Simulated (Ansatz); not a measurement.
Species: HCl, charge 1, doublet. HCl+ (parent SMILES Cl, doublet).
B3LYP-D3(BJ)/def2-TZVP minimum from Ansatz (a program for electronic structure):
```
Cl
H 1 1.3252
```
Charge +1, spin multiplicity 2.

Total energies in aug-cc-pV(T+d)Z, 7 correlated electrons, 5 frozen orbitals. Radicals and triplets start from unrestricted determinants; spin-orbit coupling is neglected. Correlated methods leave the cores frozen. No relativity.

```
method    program  energy (Eh)  minus CCSDT(Q) (mEh)
--------  -------  -----------  --------------------
HF         Ansatz   -459.68519                196.66
MP2        Ansatz   -459.84875                 33.10
CCSD       Ansatz   -459.87455                  7.30
CCSD(T)    Ansatz   -459.88084                  1.00
CCSDT(Q)   Ansatz   -459.88184                  0.00
```

Rough core times of Ansatz's runs on a shared machine: CCSD(T) under 20 s, CCSDT(Q) 2 min.
